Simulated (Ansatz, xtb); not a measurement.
# Relative energy of two structures of CH4BN

We compare a, `BN=C`, a singlet, with b, a singlet given by its coordinates. Both are isolated molecules in the gas phase, relaxed with PBE0-D4/def2-TZVP; the shapes shown needn't be the lowest conformers.

a (Å):

```xyz
7

C    -1.1744    0.1861   -1.1483
B     0.7893    0.4099    0.5275
N    -0.2344    0.2928   -0.3460
H     0.5532    0.7751    1.6424
H     1.8950    0.1441    0.1546
H    -1.7310   -0.7496   -1.2539
H    -1.4824    1.0237   -1.7808
```

b (Å):

```yaml
atoms:
  - { symbol: C, position_ang: [0.1001, -1.1015, 0.0798] }
  - { symbol: B, position_ang: [0.3022, -0.1627, -0.9205] }
  - { symbol: N, position_ang: [0.5010, 0.7608, -1.9047] }
  - { symbol: H, position_ang: [0.0363, -0.8258, 1.1261] }
  - { symbol: H, position_ang: [-0.0043, -2.1590, -0.1338] }
  - { symbol: H, position_ang: [1.4157, 1.0349, -2.2232] }
  - { symbol: H, position_ang: [-0.2537, 1.2296, -2.3778] }
```

Close contacts (Å): C1–B2 1.39, B2–N3 1.36, C1–H4 1.08, C1–H5 1.08, N3–H6 1.01, N3–H7 1.01.

Energies in hartree; the thermal terms are from PBE0-D4/def2-TZVP harmonic frequencies (ideal gas, rigid rotor, one conformer each, 298.15 K, 1 atm) and include the zero-point energy:

```
                                a           b
E, CCSD(T)/def2-TZVPP  −119.879742  −119.884024
    zero-point energy     0.051379     0.054072
         H(298 K) − E     0.056370     0.059255
         G(298 K) − E     0.027571     0.030265
```

**Question.** Work out ΔE, ΔE₀, ΔH and ΔG for a → b in kJ/mol (1 Eh = 2625.50 kJ/mol) and the equilibrium ratio [b]/[a].

**Answer.** 1. ΔE = −119.884024 − (−119.879742) = −0.004282 Eh = −11.24 kJ/mol.
2. ΔE₀ = ΔE + ΔZPE = −0.004282 + (+0.002693) Eh = −4.17 kJ/mol.
3. ΔH = ΔE + (+0.002885) Eh = −3.67 kJ/mol.
4. ΔG = ΔE + (+0.002694) Eh = −4.17 kJ/mol, so ΔS = (ΔH − ΔG)/T = +1.7 J/(mol K).
5. kT = 0.9442 mEh, so K = [b]/[a] = exp(−ΔG/kT) = exp(+1.68) ≈ 5.4.

The two are too close for this level to say which is favoured. An error of 4 kJ/mol in ΔG would change K by a factor of 5. GFN2-xTB, HF/STO-3G gave ΔE the other sign. Mirror images and further conformers aren't counted.

Other levels gave ΔE = +106.1 (GFN2-xTB); +63.5 (HF/STO-3G, GFN2-xTB geometries); −4.8 (r2SCAN-D4/def2-SVP, GFN2-xTB geometries); −12.6 (PBE0-D4/def2-TZVP); −9.4 (HF/def2-TZVPP); −18.4 (MP2/def2-TZVPP) kJ/mol. The correlated steps freeze 3 core orbitals. Programs: Ansatz 0.2.0, xtb 6.7.1.
